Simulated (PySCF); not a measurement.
NO: frontier orbitals

LDA at R = 1.149 Å; N pcseg-1, O pcseg-1; no relativity (PySCF 2.14). State: ²Π (doublet), unpaired electrons π ↑. Only the outer orbitals are listed, counted within each symmetry.

```tsv
spin	orbital	occ.	ε (eV)	on N (%)	main shells (%)
α	3σ	1	-31.64	35	55 O s, 23 N s, 11 N p
α	4σ	1	-16.70	36	35 O s, 34 N s, 29 O p
α	1π	1	-13.17	37	62 O p, 36 N p
α	1π	1	-12.98	38	62 O p, 37 N p
α	5σ	1	-11.74	73	36 N p, 36 N s, 25 O p
α	2π	1	-4.32	63	63 N p, 37 O p
α	2π	0	-4.40	64	64 N p, 36 O p
α	6σ	0	6.71	106	91 N p, 15 O p, 14 N s
α	3π	0	14.36	95	95 N p
β	3σ	1	-31.12	34	55 O s, 22 N s, 11 N p
β	4σ	1	-15.99	33	35 O s, 32 O p, 31 N s
β	1π	1	-12.79	36	64 O p, 35 N p
β	1π	1	-11.87	34	65 O p, 33 N p
β	5σ	1	-11.08	76	39 N s, 36 N p, 23 O p
β	2π	0	-3.87	65	65 N p, 35 O p
β	2π	0	-2.84	66	66 N p, 33 O p
β	6σ	0	7.07	109	92 N p, 16 N s, 14 O p
```

Q: Which are the highest filled and the lowest empty level, where do they sit, and how wide is the gap?

A: Highest filled α 2π at -4.32 eV (in %: 63 N p, 37 O p); lowest empty α 2π at -4.40 eV (in %: 64 N p, 36 O p); the gap at LDA is -0.08 eV. Both belong to one degenerate shell, split only by its one-sided filling, so this is no excitation gap.

The bond order (Mayer) is 2.20. The ⟨S²⟩ is 0.751. The charge on N (Mulliken, basis-dependent) is 0.06, the charge on N (Löwdin, basis-dependent) is -0.02 and the dipole moment (positive dipole means N(−)O(+)) is 0.13 D.

Shares are Mulliken populations and can fall outside 0 to 100 %.

Counting both spins, an empty level lies below a filled one in this solution, because spin and occupation are held. The state is the lowest determinant that a PBE0 search found; another state may lie lower at other levels.
